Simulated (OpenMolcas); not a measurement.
**One shape, several levels: AlH (SMILES [AlH])**

Wanted: a comparison of 6 runs (HF/6-311G, PBE/6-311G, UB3LYP/6-311G, r2SCAN/6-311G, ACPF/6-311G, CISD/6-311G) of AlH. 

Program for the calculation: OpenMolcas 26.06.

1 further run of the same task is left out (set aside as unsound or not needed).

**1. The structure to begin with**

AlH: 2 atoms, total charge 0, spin state singlet. SMILES: `[AlH]`. The Al1–H2 distance was set to 2.017 Å, away from the relaxed value.

Bond lengths: Al1–H2 2.017 Å.

**2. A single-point energy at HF/6-311G (run 1)**

File mol.xyz:

```xyz
2

Al     0.000000     0.000000    -0.403330
H      0.000000     0.000000     1.613470
```

File mol.inp:

```
&GATEWAY
BasLib = $CurrDir
Coord = mol.xyz
Basis = 6-311G
Group = NoSym
&SEWARD
&SCF
Thresholds = 1e-10 1e-07 1e-07 1e-05
PrOrbitals = 1 1
```

The basis set 6-311G is read from a file made from the Basis Set Exchange's data (not shown).

Command:

```console
$ export MOLCAS_MEM=1860
$ pymolcas mol.inp > mol.log
```

The log of the run:

```text
--- Start Module: gateway ---
[...]
--- Stop Module: gateway /rc=_RC_ALL_IS_WELL_ ---
--- Start Module: seward ---
[...]
      Basis functions           24
--- Stop Module: seward /rc=_RC_ALL_IS_WELL_ ---
--- Start Module: scf ---
[...]
       Convergence after   9 Iterations
[...]
::    Total SCF energy                               -242.4295975319
[...]
      Total spin, S                                     0.0000000000
[...]
      Total electronic charge=   14.000000
      Total            charge=   -0.000000
[...]
      Dipole Moment (debye):
      Origin of the operator (angstrom)=    0.0000    0.0000   -0.3307
                   X= -4.4138E-15               Y=  1.3982E-15               Z= -1.6195E+00           Total=  1.6195E+00
      Quadrupole Moment (debye*angstrom):
[...]
--- Stop Module: scf /rc=_RC_ALL_IS_WELL_ ---
[...]
```

Run time: 1.5 s. Hardware: 1 thread of Arm Neoverse V1, shared host; peak memory 0.37 GiB.

**3. A single-point energy at PBE/6-311G (run 2)**

mol.xyz is that of step 2.

File mol.inp:

```
&GATEWAY
  BASLIB=$CurrDir
  COORD=mol.xyz
  BASIS=6-311G
  GROUP=NoSym

&SEWARD
  GRIDINPUT
  Grid=UltraFine
  End of Grid

&SCF
  KSDFT=PBE
  THRESHOLDS=1e-10 1e-07 1e-07 1e-05
  PRORBITALS=1 1
```

The basis set 6-311G is read from a file made from the Basis Set Exchange's data (not shown).

Command:

```console
$ export MOLCAS_MEM=1860
$ pymolcas mol.inp > mol.log
```

The log of the run:

```text
--- Start Module: gateway ---
[...]
--- Stop Module: gateway /rc=_RC_ALL_IS_WELL_ ---
--- Start Module: seward ---
[...]
      Basis functions           24
--- Stop Module: seward /rc=_RC_ALL_IS_WELL_ ---
--- Start Module: scf ---
[...]
       Convergence after  11 Iterations
[...]
::    Total KS-DFT energy                            -242.8190265918
[...]
      Total spin, S                                     0.0000000000
[...]
      Total electronic charge=   14.000000
      Total            charge=   -0.000000
[...]
      Dipole Moment (debye):
      Origin of the operator (angstrom)=    0.0000    0.0000   -0.3307
                   X=  2.5376E-15               Y=  1.4583E-15               Z= -1.3954E+00           Total=  1.3954E+00
      Quadrupole Moment (debye*angstrom):
[...]
--- Stop Module: scf /rc=_RC_ALL_IS_WELL_ ---
[...]
```

Run time: 2.9 s. Hardware: 1 thread of Arm Neoverse V1, shared host; peak memory 0.37 GiB.

Runs 3 to 5 aren't shown in full; the table further down has their settings and results.

**4. A single-point energy at CISD/6-311G (run 6)**

mol.xyz is that of step 3.

File mol.inp:

```
* AlH CISD

&GATEWAY
 BASLIB=$CurrDir
 COORD=mol.xyz
 BASIS=6-311G
 GROUP=NoSym

&SEWARD

&SCF
 THRESHOLDS=1e-10 1e-07 1e-07 1e-05
 PRORBITALS=1 1

&MOTRA
 FROZEN=5

&GUGA
 ELECTRONS=4
 SPIN=1
 INACTIVE=2
 ACTIVE=0
 CIALL=1

&CPF
 SDCI
```

The basis set 6-311G is read from a file made from the Basis Set Exchange's data (not shown).

Command:

```console
$ export MOLCAS_MEM=1860
$ pymolcas mol.inp > mol.log
```

The log of the run:

```text
--- Start Module: gateway ---
[...]
--- Stop Module: gateway /rc=_RC_ALL_IS_WELL_ ---
[...]
      Basis functions           24
[...]
       Convergence after   9 Iterations
[...]
::    Total SCF energy                               -242.4295975319
[...]
      Total spin, S                                     0.0000000000
[...]
      *** WARNING: Default frozen orbitals is overwritten by user input.
      *** Default values:   2
[...]
--- Start Module: guga ---
[...]
--- Stop Module: guga /rc=_RC_ALL_IS_WELL_ ---
--- Start Module: cpf ---
[...]
      Active orbitals                            0       0
[...]
      Spin quantum number                      0.0
[...]
     FINAL CI ENERGY          -242.48148423
     FINAL CORRELATION ENERGY   -0.05188670  REFERENCE ENERGY    -242.42959753
[...]
     REL. CI ENERGY           -242.48148423
[...]
      Total electronic charge=   14.000000
      Total            charge=    0.000000
[...]
      Dipole Moment (debye):
      Origin of the operator (angstrom)=    0.0000    0.0000   -0.3307
                   X= -4.1761E-15               Y=  1.3823E-15               Z= -1.7014E+00           Total=  1.7014E+00
      Quadrupole Moment (debye*angstrom):
[...]
--- Stop Module: cpf /rc=_RC_ALL_IS_WELL_ ---
[...]
```

It took 1.7 s on 1 thread of Arm Neoverse V1, shared host; peak memory 0.37 GiB.

**5. Overview of the runs**

| run | level | integration grid | scramble | energy (Eh) | dipole moment (D) of the reference | HOMO energy (eV) | LUMO energy (eV) | wall time |
| --- | --- | --- | --- | --- | --- | --- | --- | --- |
| 1 | HF/6-311G | – | – | -242.429598 | 1.62 | -7.91 | 0.40 | 1.5 s |
| 2 | PBE/6-311G | UltraFine | – | -242.819027 | 1.40 | -4.97 | -2.77 | 2.9 s |
| 3 | UB3LYP/6-311G | UltraFine | 0.25 | -242.984354 | 1.59 | -5.72 | -2.20 | 5.4 s |
| 4 | r2SCAN/6-311G | UltraFine | – | -242.920125 | 1.39 | -5.16 | -2.62 | 3.6 s |
| 5 | ACPF/6-311G | – | – | -242.483565 | 1.62 | -7.91 | 0.40 | 1.7 s |
| 6 | CISD/6-311G | – | – | -242.481484 | 1.62 | -7.91 | 0.40 | 1.7 s |

**6. Summary of results**

| quantity | value |
| --- | --- |
| run 6: total energy | -242.48148 Eh |
| run 6: dipole moment (mean-field density) | 1.62 D |
| run 6: HOMO energy (Hartree–Fock orbitals) | -7.91 eV |
| run 6: LUMO energy (Hartree–Fock orbitals) | 0.40 eV |
| run 6: HOMO–LUMO gap (Hartree–Fock orbitals) | 8.31 eV |
| run 6: correlation energy (5 core orbitals frozen) | -51.9 mEh |

What this shows: Below the HF energy at the same shape and in the same basis (6-311G): ACPF -54.0 mEh; CISD -51.9 mEh. Over runs 1, 2, 3, 4 the dipole moment (its size) runs from 1.39 D (r2SCAN/6-311G) to 1.62 D (HF/6-311G). Over runs 1, 2, 3, 4 the HOMO–LUMO gap runs from 2.20 eV (PBE/6-311G) to 8.31 eV (HF/6-311G). Exact exchange widens orbital gaps. Totals of different functionals can't be ranked against each other. All runs together took 17 s, the longest 5.4 s.
